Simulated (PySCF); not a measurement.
Broadened absorption spectrum of C6H6N2

Compound: C6H6N2.
SMILES: `c1cc2[nH]ccc2[nH]1`

The calculation used TDDFT CAM-B3LYP/def2-SVPD, vertical, gas phase, core orbitals frozen in the response in PySCF. Geometry: PBE0-D3(BJ)/def2-SVP; no solvent, vibrations or thermal averaging.

Computed states:

```
state  E (eV)       f
   S1    5.37  0.0097
   S2    5.45  0.0000
   S3    5.57   0.400
   S4    5.95   0.080
   S5    6.04  0.0010
   S6    6.08  0.0000
   S7    6.11  0.0000
   S8    6.36  0.0020
   S9    6.51   0.024
  S10    6.60  0.0000
```

Broadening: Gaussians 0.3 eV wide at half height, area fixed by f = 4.319×10⁻⁹ ∫ε dν̃. The width is an assumption, not a result. The curve ends short of the highest state used, and states not computed would add to its high-energy end.

Task: Give the broadened spectrum and its maxima.

Result: 
| λ (nm) | ε (L mol⁻¹ cm⁻¹) |
| --- | --- |
| 206.5 | 6662 |
| 207.3 | 7182 |
| 208.1 | 7546 |
| 209.0 | 7791 |
| 209.8 | 7913 |
| 210.6 | 8028 |
| 211.5 | 8277 |
| 212.3 | 8733 |
| 213.1 | 9525 |
| 214.0 | 10935 |
| 214.8 | 12709 |
| 215.6 | 14982 |
| 216.5 | 18069 |
| 217.3 | 21162 |
| 218.1 | 24415 |
| 219.0 | 28019 |
| 219.8 | 30935 |
| 220.6 | 33365 |
| 221.5 | 35302 |
| 222.3 | 36182 |
| 223.1 | 36209 |
| 224.0 | 35236 |
| 224.8 | 33564 |
| 225.6 | 31264 |
| 226.5 | 28123 |
| 227.3 | 25032 |
| 228.1 | 21834 |
| 228.9 | 18677 |
| 229.8 | 15323 |
| 230.6 | 12613 |
| 231.4 | 10212 |
| 232.3 | 7906 |
| 233.1 | 6203 |
| 233.9 | 4804 |
| 234.8 | 3554 |
| 235.6 | 2690 |
| 236.4 | 2018 |
| 237.3 | 1447 |
| 238.1 | 1069 |
| 238.9 | 786 |
| 239.8 | 552 |
| 240.6 | 402 |
| 241.4 | 291 |
| 242.3 | 201 |
| 243.1 | 144 |
| 243.9 | 102 |
| 244.8 | 69 |
| 245.6 | 49 |
| 246.4 | 34 |
| 247.3 | 22 |
| 248.1 | 15 |
| 248.9 | 10 |
| 249.8 | 7 |
| 250.6 | 4 |
| 251.4 | 3 |
| 252.3 | 2 |

Maxima: 223 nm (5.57 eV), ε about 36000, made up of S3 (99%) (ε in L mol⁻¹ cm⁻¹; maxima over ε = 5, shares over 10%).

Task: On this curve, what absorbance would a 10⁻³ mol/L sample give at 222 nm over a 1 cm path?

Result: 222 nm is 5.585 eV, where ε is about 36000 L mol⁻¹ cm⁻¹, so A = ε c l ≈ 36 (Beer–Lambert, with the gas-phase spectrum and the assumed width).

Task: Coming from long wavelengths, where does ε first pass 100 L mol⁻¹ cm⁻¹?

Result: At about 244 nm (5.08 eV), 0.28 eV below S1.

Task: What would ε be at 5.57 eV, the highest of these maxima, with half the width (0.15 eV)?

Result: About 71900 L mol⁻¹ cm⁻¹ against 36300, a factor of about 1.98; a lone state at its own centre would give exactly 2.

All these states lie below the vertical ionisation energy of 7.18 eV (ΔSCF).
